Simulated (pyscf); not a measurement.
methane (CH₄) + H₃C–In(CH₃)–NH₂ → H₃C–In(CH₃)–CH₃ + ammonia (NH₃), a four-centre exchange (singlet surface; C–H, In–N broken, C–In, H–N formed). Optimised with ωB97X-D3(BJ)/def2-SVP in PySCF. Energies in kcal/mol from the separated reactants.

Small-basis levels: PySCF, no dispersion term, spherical d functions. 

Q: In single points B3LYP/6-31G*+LANL2DZ puts the saddle at 33.0 kcal/mol and the reaction energy at +19.0 kcal/mol. Should these be trusted to within a few kcal/mol? Compare with ωB97M-D3(BJ)/def2-TZVP.

A: ωB97M-D3(BJ)/def2-TZVP gives ΔE‡ = 30.2 kcal/mol and ΔE = +11.5 kcal/mol. B3LYP/6-31G*+LANL2DZ lies 2.9 kcal/mol over it in the barrier and 7.5 kcal/mol over it in the reaction energy, so on this step it does not hold to within 3.0 kcal/mol. ωB97M-D3(BJ)/def2-TZVP has limits of its own. On the product side the descent ends in an adduct with a In–N contact, 18.6 kcal/mol under the separated species and 35.6 kcal/mol under the saddle at ωB97X-D3(BJ)/def2-TZVP. What is counted as broken (In–N) persists as a longer contact in the product adduct; parting that adduct is a step of its own. This is the saddle that the search found; another between the same sides may lie lower. In the def2 sets elements past Kr carry core potentials, without spin-orbit coupling.
